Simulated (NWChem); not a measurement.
# How basis sets differ on AlNH3 (SMILES [NH2][AlH])

The runs start from one conformer, not always the lowest.

AlNH3, doublet, SMILES `[NH2][AlH]`. Each level relaxes the structure for itself.

Each level gives the zero-point energy at each level's own minimum (kJ/mol). The values are calculated.

```
                           level           kind  program  value (kJ/mol)
  UPBE0/LANL2DZ (core potential)  global hybrid   NWChem            83.6
UPBE0/SBKJC-VDZ (core potential)  global hybrid   NWChem            83.0
                 UPBE0/jorge-DZP  global hybrid   NWChem            80.3
                      UPBE0/MINI  global hybrid   NWChem            76.1
               UPBE0/DGauss-DZVP  global hybrid   NWChem            81.1
```

Harmonic and unscaled. The values span 76.1 to 83.6 kJ/mol.
